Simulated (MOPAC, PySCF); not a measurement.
Dissociation curve of H₃P, SMILES P, singlet. The P1–H4 bond (P1 also carries H, H; H4 carries nothing else) is pulled apart rigidly from the PBE0/def2-TZVP optimised geometry. Each curve is given relative to its own lowest point near equilibrium.

```
R / Å      A     B     C
-----  -----  ----  ----
1.06    79.9  62.2  63.4
1.12    53.8  38.6  40.0
1.20    28.7  18.0  19.2
1.29    11.1   5.5   6.2
1.32     7.2   3.1   3.7
1.39     1.7   0.3   0.4
1.42     0.5   0.0   0.0
1.47     0.0   0.5   0.3
1.50     0.4   1.2   0.9
1.55     2.2   3.1   2.6
1.66     9.5   9.3   8.6
1.76    19.1  16.3  15.6
1.93    38.2  29.4  28.8
2.15    64.0  46.4  46.1
2.37    88.1  61.6  60.5
2.57   107.2  70.9  68.5
2.85   128.5  78.2  75.2
3.10   142.2  81.5  78.6
3.49   156.7  83.8  81.3
3.83   165.0  84.6  82.3
4.28   172.1  85.1  82.9
4.94   178.6  85.3  83.1
```

Energies in kcal/mol.

Problem. Which curve belongs to which method? The methods are PM6, restricted, heats of formation (MOPAC); PySCF with unrestricted B3LYP/6-31G*, spherical d; unrestricted r2SCAN/cc-pVDZ (PySCF 2.14.0).

Solution. A is PM6; B is UKS-B3LYP/6-31G*; C is UKS-r2SCAN.

The unrestricted determinant behind UKS-B3LYP/6-31G*, UKS-r2SCAN is spin-contaminated at 2.37 to 4.94 Å (<S²> up to 1.0, against 0.00 for a pure singlet). The restricted form behind PM6 keeps the bonding electrons paired and can't separate into open-shell fragments.
